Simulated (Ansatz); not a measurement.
A made-up structure of CHBO, closed shell:

```
4
angstrom
B -0.1054 0.6292 -0.4388
C 0.2880 -0.4678 0.4016
O 0.8181 -1.2417 1.0868
H 0.3475 0.4831 0.8661
```

It is relaxed with PBE-D4/def2-SVP and then PBE0-D4/def2-TZVP (Ansatz 0.2.0). Atoms count as bonded within 1.22 times the sum of their covalent radii (H–H: 0.88 Å). The end point is not checked to be a true minimum.

Q: Does its bonding change? (A judgement: the text doesn't fix the answer.)

A: By the calculation: Yes. Formed: none; broken: C2–H4.

Where it ends: The first stage lowers the energy by 2.82 eV in 17 steps. It ends as CHBO ([BH][C][O]):
```
4
angstrom
B 0.1854 0.5194 0.1197
C 0.4918 -0.8021 0.5929
O 0.7589 -1.9230 0.7409
H -0.0879 1.6086 0.4622
```

Labels in which every atom is bracketed show which atoms are joined, not bond orders.

For scale, one of the runs: PBE0-D4/def2-TZVP relaxation, 99 basis functions, launched by `ansatz run in.yaml --threads 2 --pin off --events-out ev --progress --plain --max-ram 4352MiB`. Hardware: 2 CPU threads of an Arm Neoverse V2, shared host. Wall time about 7.5 s.
